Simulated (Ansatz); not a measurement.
# BH₂+ (singlet): from Hartree-Fock to the top rungs at distance B1–H2 = 1.273 Å, cc-pVQZ

Aim: climb from Hartree-Fock through coupled cluster and multireference methods for BH₂+ (singlet) at one geometry and basis, and see what each rung misses.

Program: Ansatz 0.2.0, Gaussian basis. Level of theory: cc-pVQZ, core rule «outside noble gas», up to 1 orbitals frozen. These are calculated values, not measurements.

The runs, in order: UHF; CCSD(T) on RHF; BCCD(T) on RHF; CCSDT(Q) on RHF; CASSCF and MRCISD+Q, 4 electrons in 6 orbitals; CASSCF and NEVPT2, 4 electrons in 6 orbitals; Full CI.

### Step 1. The geometry

The geometry derives from a PBE0/def2-TZVP stationary point (not a proven minimum). One bond is set to the value named and the two fragments are kept rigid.

3 atoms, charge 1, spin multiplicity 1.

Atoms are counted from 1 here; the program's logs count them from 0.

Bond lengths: B1–H2 1.273 Å, B1–H3 1.179 Å. Angles: H2–B1–H3 180.0°.

### Step 2. UHF

in.yaml reads:

```yaml
crystal:
  periodic: [false, false, false]
  atoms:
    - {symbol: B, position_ang: [0.000000, 0.000000, 0.031273]}
    - {symbol: H, position_ang: [0.000000, 0.000000, -1.241727]}
    - {symbol: H, position_ang: [0.000000, 0.000000, 1.210454]}
basis:
  gaussian: {orbitals: cc-pVQZ}
total_charge: 1
magnetization: {spin_polarized: true, initial_magnetization: 0}
hamiltonian: {xc: hf}
output: {orbitals: {seedname: orbitals}}
```

Run with:

```bash
$ ansatz run in.yaml --threads 1 --pin off --events-out ev --progress --plain --max-ram 4096MiB --backend cpu
```

The runs that follow: CCSD(T) on RHF; BCCD(T) on RHF; CCSDT(Q) on RHF; CASSCF and MRCISD+Q, 4 electrons in 6 orbitals; CASSCF and NEVPT2, 4 electrons in 6 orbitals; Full CI.

**Question.** What will the summary of the whole plan be? Wanted: FCI below the RHF energy; RMP2 from FCI; RCCSD from FCI; RCCSD(T) from FCI; RCCSDT(Q) from FCI; NEVPT2 valence from FCI; MRCISD+Q valence from FCI; T1 diagnostic; effectively unpaired electrons.

**Answer**, as computed:

| quantity | value |
| --- | --- |
| FCI below the RHF energy | -2.4752 eV |
| RMP2 from FCI | +473.3 meV |
| RCCSD from FCI | +37.5 meV |
| RCCSD(T) from FCI | +7.7 meV |
| RCCSDT(Q) from FCI | +0.2 meV |
| NEVPT2 valence from FCI | +363.8 meV |
| MRCISD+Q valence from FCI | +21.3 meV |
| levels within 1 kcal/mol (43 meV) | RCCSD, RCCSD(T), BCCD(T), RCCSDT, RCCSDT(Q), MRCISD valence, MRCISD+Q valence |
| T1 diagnostic | 0.007 |
| effectively unpaired electrons | 0.02 |

**Reading.** RCCSD(T) lands +7.7 meV from the yardstick (0.3 % of the correlation energy). One determinant dominates. Of the multireference levels listed MRCISD+Q valence comes nearest in total energy (+21.3 meV), which doesn't show that its space is the better one. These misses are within one basis, not against nature.
